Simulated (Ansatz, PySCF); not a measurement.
Species: CH5Si, net charge 0, doublet state. It need not be the lowest isomer of its formula. 
Coordinates optimised at B3LYP-D3(BJ)/def2-TZVP (Ansatz, an electronic-structure program):
```
C
H 1 1.0909
H 1 1.0909 2 108.23
H 1 1.0938 2 108.08 3 116.82
Si 1 1.8820 2 110.96 3 -121.97
H 5 1.4873 1 111.50 2 -58.56
H 5 1.4873 6 109.34 1 123.76
```
Charge 0, spin multiplicity 2.

Dipole moments at this geometry, in debye (magnitudes).

| level | program | dipole (D) |
|---|---|---|
| BLYP/def2-TZVPD | Ansatz | 0.90 |
| BP86/def2-TZVPD | PySCF | 0.94 |
| B3LYP/def2-TZVPD | Ansatz | 0.87 |
| PBE0/def2-TZVPD | Ansatz | 0.90 |
| TPSSh/def2-TZVPD | PySCF | 0.88 |
| MN15/def2-TZVPD | PySCF | ___ |
| HSE06/def2-TZVPD | Ansatz | 0.90 |
| wB97X-V/def2-TZVPD | Ansatz | 0.89 |
| CCSD(T)/aug-cc-pV(D+d)Z | Ansatz | ___ |

Fill in the missing entries.


- MN15/def2-TZVPD, dipole (D): 0.88
- CCSD(T)/aug-cc-pV(D+d)Z, dipole (D): 0.84
